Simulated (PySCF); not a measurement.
Species: ethynylalumane, C2H3Al.
Bonds: C1–C2 (triple), C2–Al3. Hydrogens: H4 on C1; H5, H6 on Al3.

Computed, not measured: PBE0-D3(BJ)/def2-SVP geometry optimisation, gas phase (PySCF).

(1) How far are the bound atoms from Al3?

(2) List the angles at Al3.

(3) What is the shape at Al3?

(4) What are the other bond lengths?

(5) Give some angles away from the centre.

(6) What are the rotational constants (commonest isotopes, rigid rotor)?

## Answers

(1) 3 atoms: H5 1.584 Å, H6 1.584 Å, C2 1.914 Å. The nearest atom not counted as bound is C1, at 3.14 Å.

(2) 
| angle | degrees | distance of the outer atoms (Å) |
| --- | --- | --- |
| H5–Al3–H6 | 122.3 | 2.77 |
| C2–Al3–H5 | 118.9 | 3.02 |
| C2–Al3–H6 | 118.9 | 3.02 |

(3) Planar: angles 122.3°, 118.9° and 118.9°, sum 360.0°, 0.00 Å off the plane of its three neighbours.

(4) C1≡C2 1.222 Å; C1–H4 1.077 Å.

(5) C1–C2–Al3 179.9°.

(6) A = 130318, B = 4731, C = 4566 MHz: a near-prolate asymmetric top.

Point group: C2v (every atom within 0.08 Å of its image). Charge 0, singlet. Not checked by PBE0-D3(BJ)/def2-SVP frequencies.
